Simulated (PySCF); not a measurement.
**Ar: ionisation energy**

Ar [Ar] (1S) → Ar⁺ [Ne] 3s2 3p5 (2P), as a difference of total energies. All numbers are calculated (PySCF 2.14, the non-relativistic Hamiltonian (point nucleus), in cc-pV(D+d)Z (4s3p2d, 23 functions)). Correlated levels: valence: [Ne] frozen. The calculations carry no spin-orbit coupling.

```
           method  ionisation energy (eV)
              UHF                  14.670
            B3LYP                  15.787
           r2SCAN                  15.850
    MP2 (valence)                  15.431
SCS-MP2 (valence)                  15.340
   CCSD (valence)                  15.270
CCSD(T) (valence)                  15.275
```

Problem. How much does correlation contribute at CCSD(T) (valence)?

Solution. 15.275 − (14.670) = 0.605 eV, measured against UHF.

Errors of the correlated levels include the incompleteness of this basis and the frozen core.

For comparison: 15.819 eV (measured; NIST levels, between the centres of gravity of the two terms).
